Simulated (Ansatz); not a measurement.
**Scan of [H···H···SiH3], doublet**

Starting geometry:

```xyz
6

H    -2.7234    0.0000    0.0000
H    -1.9784    0.0000    0.0000
Si    0.1086    0.0000    0.0000
H     0.5586   -1.4163    0.0000
H     0.5586    0.7081   -1.2265
H     0.5586    0.7081    1.2265
```

From there H2 is moved from one fragment to the other while all else, the fragments' distance too, stays fixed; atoms are numbered as listed. Energies are in kcal/mol, counted from the starting geometry at the same level. Kohn–Sham curves are unrestricted where that lies lower.

Basis cc-pVDZ; Ansatz 0.2.0. Only valence electrons are correlated (noble-gas cores frozen). R marks a restricted (for open shells ROHF) determinant, U an unrestricted one.

In so small a basis the reference is far from its limit while semilocal and hybrid functionals are nearer theirs (RPA and double hybrids share much of the reference's basis error), so the functionals' errors here hold much of the reference's basis and frozen-core error, which can add to them or hide them.

Full CI isn't at hand for all of this; UCCSDT(Q) serves as the reference, and is uncertain by about the last step of the cluster series.

| distance H1-H2 (Å) | UCCSDT(Q) | PBE | BLYP | r2SCAN | PBE0 | B3LYP | r2SCANh | wB97M-V | B2PLYP | RPA-PBE |
| --- | --- | --- | --- | --- | --- | --- | --- | --- | --- | --- |
| 0.693 | 2.0 | 3.0 | 2.8 | 2.5 | 2.6 | 2.5 | 2.4 | 2.3 | 2.2 | 2.2 |
| 0.745 | 0.0 | 0.0 | 0.0 | 0.0 | 0.0 | 0.0 | 0.0 | 0.0 | 0.0 | 0.0 |
| 0.837 | 1.1 | -0.6 | -0.4 | 0.1 | 0.1 | 0.2 | 0.3 | 0.5 | 0.7 | 0.9 |
| 0.930 | 4.7 | 1.5 | 1.9 | 2.7 | 2.8 | 2.9 | 3.1 | 3.5 | 4.0 | 4.3 |
| 1.022 | 8.0 | 4.1 | 4.5 | 5.4 | 5.6 | 5.7 | 5.9 | 6.6 | 6.9 | 7.6 |
| 1.115 | 9.5 | 6.1 | 6.4 | 7.1 | 7.3 | 7.5 | 7.4 | 8.2 | 8.4 | 9.3 |
| 1.207 | 9.3 | 7.2 | 7.4 | 7.7 | 7.9 | 8.1 | 7.9 | 8.5 | 8.4 | 9.5 |
| 1.300 | 8.7 | 8.5 | 8.7 | 8.4 | 8.5 | 8.8 | 8.3 | 8.6 | 8.3 | 9.4 |
| 1.392 | 9.8 | 11.4 | 11.4 | 10.7 | 10.6 | 10.9 | 10.5 | 10.2 | 9.8 | 10.6 |
